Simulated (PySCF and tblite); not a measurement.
E-2,4-pentadienenitrile, C₅H₅N, numbered as in [CH2:1]=[CH:2]/[CH:3]=[CH:4]/[C:5]#[N:6].

First level. The ensemble was built from 90 distance-geometry starts (ETKDG and KDG, MMFF94s, GFN2-xTB) and rests on PBE0-D3(BJ)/def2-SVP geometries. Weights use B3LYP-D3(BJ)/def2-TZVP energies plus GFN2-xTB zero-point and thermal terms (modes under about 100 cm⁻¹ blended into free rotors). Symmetry numbers and mirror images are counted. Conformers within 3 kcal/mol (GFN2-xTB free energy) were kept, 8 at most. GIAO shieldings: WP04/pcSseg-2. Shifts are against TMS (¹H), TMS (¹³C), NH3 (¹⁵N) at the same level; of two unlike H on one atom, a is the less shielded. Run with PySCF (density fitting) and tblite.

It gives, at 298.15 K, with 2 conformers (largest weight 99 %): ¹H: 6.86 (H3, 1H), 6.37 (H2, 1H), 5.59 (H1a, 1H), 5.51 (H1b, 1H), 5.18 (H4, 1H) ppm. ¹³C: 161.4 (C3), 145.4 (C2), 135.8 (C1), 122.0 (C5), 108.6 (C4) ppm. ¹⁵N: 313.3 (N6) ppm.

Second level: PBE0-D3(BJ)/def2-SVP geometries, energies PBE0-D3(BJ)/pcSseg-1 (IEF-PCM, acetone), shieldings PBE0/pcSseg-1 (IEF-PCM, acetone), on up to 4 of the same conformers.

**Question.** How do the averaged shifts change?

**Answer.** 
| signal | first | second | change (ppm) |
| --- | --- | --- | --- |
| H1a | 5.59 | 6.26 | 0.67 |
| H1b | 5.51 | 6.25 | 0.74 |
| H2 | 6.37 | 6.79 | 0.42 |
| H3 | 6.86 | 7.33 | 0.47 |
| H4 | 5.18 | 5.58 | 0.40 |
| C1 | 135.8 | 142.3 | 6.6 |
| C2 | 145.4 | 144.0 | -1.3 |
| C3 | 161.4 | 165.1 | 3.7 |
| C4 | 108.6 | 104.7 | -4.0 |
| C5 | 122.0 | 128.6 | 6.6 |
| N6 | 313.3 | 304.8 | -8.5 |

The largest weight becomes 99 %.

Thermal terms of a conformer that GFN2-xTB lacks, or places elsewhere, come from the nearest GFN2-xTB minimum; such a conformer stays in the set even outside the window. Unscaled ¹⁵N shifts at such levels can be off by tens of ppm; differences between conformers or isomers are more reliable. Shifts are unscaled: against experiment ¹³C can be off by 15 ppm or more and ¹H by 0.8 ppm.


¹⁵N shifts are against a computed isolated NH3 molecule, about 20 ppm from the liquid.